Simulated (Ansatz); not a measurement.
We consider rock-salt SnTe (cubic form, which distorts at low temperature), described by PBE+SOC (PAW; Ansatz, an electronic-structure program).

Settings: plane-wave cutoff 520 eV, 20×20×20 k mesh, PAW data made under PBE.

Cell (relaxed at this level):

```yaml
crystal:
  lattice:
    - [0.00000, 3.20457, 3.20457]
    - [3.20457, 0.00000, 3.20457]
    - [3.20457, 3.20457, 0.00000]
  atoms:
    - { symbol: Sn, position: [0.00000, 0.00000, 0.00000] }
    - { symbol: Te, position: [0.50000, 0.50000, 0.50000] }
```

Q: Give the computed Poisson ratio, Young modulus, Voigt–Reuss–Hill bulk modulus, elastic constant C11, elastic constant C12 and elastic constant C44.

A: 
* **Poisson ratio**: 0.223
* **Young modulus**: 66.9 GPa
* **Voigt–Reuss–Hill bulk modulus**: 40.2 GPa
* **elastic constant C11**: 113 GPa
* **elastic constant C12**: 3.65 GPa
* **elastic constant C44**: 16.5 GPa

Measured, for comparison: elastic constant C11 109 GPa, elastic constant C12 2.1 GPa, elastic constant C44 9.69 GPa (temperature not stated, no zero-point or thermal correction; as tabulated in Oses et al. (2018), arXiv:1811.08464). Computed (rounded) less measured: elastic constant C11 +4 %, elastic constant C12 +74 %, elastic constant C44 +70 %. A static lattice is as a rule a little smaller and stiffer than an uncorrected measurement, which narrows the difference in the elastic constant C11 and would widen misses of the other sign.

Note: symmetry holds this phase in the static calculation, where it need not be a minimum.

Elastic constants are with the ions relaxed.

Computed values are for the static lattice.
